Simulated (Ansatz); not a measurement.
# C₄H₆S: one species, many methods

An exercise on one series of results from a longer session: the logs are not shown, and one member is left open.

Method: functionals in def2-TZVPP, the program's frozen cores in correlated methods; program: Ansatz 0.2.0, Gaussian basis.

Levels to be run: PBE-D4, r2SCAN-D4, PBE0-D4, B3LYP-D4, ωB97X-V, ωB97M-V, B2PLYP; CCSD(T)/def2-TZVPP; MP2/def2-QZVPP; extrapolation to the limit.

### Structure used throughout

All runs share one geometry, relaxed beforehand with PBE0-D4 in a triple-zeta def2 set.

SMILES `C=C(C)C=S`, 11 atoms, charge 0, spin multiplicity 1.

Atoms are counted from 1 here; the program's logs count them from 0.

Bond lengths: C1–C2 1.341 Å, C1–H6 1.084 Å, C1–H7 1.085 Å, C2–C3 1.491 Å, C2–C4 1.453 Å, C3–H8 1.090 Å, C3–H9 1.093 Å, C3–H10 1.093 Å, C4–S5 1.618 Å, C4–H11 1.093 Å. Angles: C2–C1–H6 121.8°, C2–C1–H7 121.0°, H6–C1–H7 117.2°, C1–C2–C3 123.2°, C1–C2–C4 117.4°, C3–C2–C4 119.5°, C2–C3–H8 111.1°, C2–C3–H9 110.5°, C2–C3–H10 110.5°, H8–C3–H9 109.2°, H8–C3–H10 109.2°, H9–C3–H10 106.2°, C2–C4–S5 126.2°, C2–C4–H11 114.2°, S5–C4–H11 119.5°.

The first run:

Contents of in.yaml:

```yaml
crystal:
  periodic: [false, false, false]
  atoms:
    - {symbol: C, position_ang: [0.687239, 1.249881, 0.455879]}
    - {symbol: C, position_ang: [0.143025, 0.107785, 0.012528]}
    - {symbol: C, position_ang: [-1.253918, -0.306863, 0.329398]}
    - {symbol: C, position_ang: [0.973124, -0.750985, -0.814544]}
    - {symbol: S, position_ang: [0.536263, -2.168729, -1.459586]}
    - {symbol: H, position_ang: [0.132522, 1.943287, 1.077713]}
    - {symbol: H, position_ang: [1.707799, 1.516558, 0.203454]}
    - {symbol: H, position_ang: [-1.750079, 0.434482, 0.955834]}
    - {symbol: H, position_ang: [-1.830028, -0.445046, -0.588555]}
    - {symbol: H, position_ang: [-1.260279, -1.272009, 0.841336]}
    - {symbol: H, position_ang: [1.979631, -0.365361, -0.992855]}
basis:
  gaussian: {orbitals: def2-TZVPP}
hamiltonian: {xc: pbe, dispersion: d4}
output: {forces: true, orbitals: {seedname: orbitals}}
```

The run is started by

```
> ansatz run in.yaml --threads 4 --pin off --events-out ev --progress --plain --max-ram 10444MiB
```

Among the steps run: PBE-D4 (GGA); r2SCAN-D4 (meta-GGA); PBE0-D4 (hybrid); B3LYP-D4 (hybrid); ωB97X-V (range-separated); ωB97M-V (range-separated); B2PLYP (double hybrid); CCSD(T) in def2-TZVPP; MP2 in def2-QZVPP.

One table of the session follows, with a row left open; its other results are not shown here.

| method | atomisation energy (kJ/mol) |
| --- | --- |
| PBE-D4 | 4640.7 |
| r2SCAN-D4 | 4527.9 |
| PBE0-D4 | 4550.9 |
| B3LYP-D4 | 4511.0 |
| ωB97X-V | 4496.5 |
| ωB97M-V | ? |
| B2PLYP | 4464.0 |
| HF/def2-TZVPP | 3298.3 |
| MP2/def2-TZVPP | 4468.7 |
| CCSD/def2-TZVPP | 4306.7 |
| CCSD(T)/def2-TZVPP | 4388.4 |
| MP2/CBS | 4575.7 |
| CCSD(T)/CBS | 4495.5 |

Q: Estimate the row for ωB97M-V from the others.

**Answer.** atomisation energy (kJ/mol): 4514.2. In the column «atomisation energy (kJ/mol)» it lies between B3LYP-D4 (4511.0) and r2SCAN-D4 (4527.9).

Limits of these values: Free atoms (4 C, 1 S, 6 H) were run apart at each level; the atomisation energy is their sum less the molecule, without zero-point or spin-orbit terms.
